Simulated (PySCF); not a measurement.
## difluoroacetylene: calculation and literature

Molfile (atoms numbered from 1):
```
C2F2
     RDKit          3D

  4  3  0  0  0  0  0  0  0  0999 V2000
   -1.4171   -1.1728    0.1522 F   0  0  0  0  0  0  0  0  0  0  0  0
   -0.4515   -0.3736   -0.1001 C   0  0  0  0  0  0  0  0  0  0  0  0
    0.4515    0.3736   -0.3357 C   0  0  0  0  0  0  0  0  0  0  0  0
    1.4171    1.1728   -0.5881 F   0  0  0  0  0  0  0  0  0  0  0  0
  1  2  1  0
  2  3  3  0
  3  4  1  0
M  END
```

Published values to compare with: σ $^{19}$F F1/F4 467.4 ppm (CCSD(T)/13s9p4d3f + vibration and temperature (MP2); gas, 300 K; M. E. Harding, PhD thesis, Mainz 2008 (Harding, Lenhart, Auer, Gauss, JCP 2008, 128, 244111)).
σ $^{19}$F F1/F4 475.4 ppm (CCSD(T)/13s9p4d3f; gas (isolated, no vibration); M. E. Harding, PhD thesis, Mainz 2008 (Harding, Lenhart, Auer, Gauss, JCP 2008, 128, 244111)). Coupling constants: $^{3}J$(F1,F4) 2.6 Hz, $^{3}J$(F1,F4) 2.1 Hz, $^{1}J$(C2,F1) -256.6 Hz, $^{1}J$(C2,F1) -287.3 Hz, $^{2}J$(C3,F1) 45.5 Hz, $^{2}J$(C3,F1) 28.7 Hz, $^{1}J$(C2,C3) 401.6 Hz.

[PySCF: PBE0/pcSseg-1 with gauge-including orbitals; B3LYP/pcJ-1 coupling constants; PBE0-D3(BJ)/def2-SVP structure; one conformer; relativity neglected; isolated molecule; equivalent nuclei averaged]

Question: How close does the calculation come?

Answer: 
Reference values: CCSD(T)/13s9p4d3f + vibration and temperature (MP2) (gas, 300 K; M. E. Harding, PhD thesis, Mainz 2008 (Harding, Lenhart, Auer, Gauss, JCP 2008, 128, 244111)).
```
atoms    quantity  reference  computed
F1/F4  σ $^{19}$F      467.4     459.3
```

Reference values: CCSD(T)/13s9p4d3f (gas (isolated, no vibration); M. E. Harding, PhD thesis, Mainz 2008 (Harding, Lenhart, Auer, Gauss, JCP 2008, 128, 244111)).
```tsv
atoms	quantity	reference	computed
F1/F4	σ $^{19}$F	475.4	459.3
```

Absolute shieldings are compared as such; zero-point and thermal motion, absent here, lowers them by some tenths of a ppm for H, a few ppm for C and up to about 10 ppm for F.

Coupling constants in Hz:
| coupling | reference | computed | source |
| --- | --- | --- | --- |
| $^{3}J$(F1,F4) | 2.6 | 43.7 | CC3; gas (equilibrium); Jessen and Sauer, arXiv:2312.00705; CC3 and CCSD from Faber, Sauer, Gauss 2017 |
| $^{3}J$(F1,F4) | 2.1 | 43.7 | measured; Jessen and Sauer, arXiv:2312.00705; CC3 and CCSD from Faber, Sauer, Gauss 2017 |
| $^{1}J$(C2,F1) | -256.6 | -377.7 | CC3; gas (equilibrium); Jessen and Sauer, arXiv:2312.00705; CC3 and CCSD from Faber, Sauer, Gauss 2017 |
| $^{1}J$(C2,F1) | -287.3 | -377.7 | measured; Jessen and Sauer, arXiv:2312.00705; CC3 and CCSD from Faber, Sauer, Gauss 2017 |
| $^{2}J$(C3,F1) | 45.5 | 54.3 | CC3; gas (equilibrium); Jessen and Sauer, arXiv:2312.00705; CC3 and CCSD from Faber, Sauer, Gauss 2017 |
| $^{2}J$(C3,F1) | 28.7 | 54.3 | measured; Jessen and Sauer, arXiv:2312.00705; CC3 and CCSD from Faber, Sauer, Gauss 2017 |
| $^{1}J$(C2,C3) | 401.6 | 440.3 | CC3; gas (equilibrium); Jessen and Sauer, arXiv:2312.00705; CC3 and CCSD from Faber, Sauer, Gauss 2017 |

Question: How far are the unscaled $^{19}$F shieldings from the references?

Answer: Mean signed difference -12.10 ppm, mean absolute 12.10 ppm over 2 comparisons; the largest is -16.1 ppm at F1/F4 (fluorine bonded to C).

9 of the 23 published NMR values on file for this molecule are compared. The rest: other calculations.
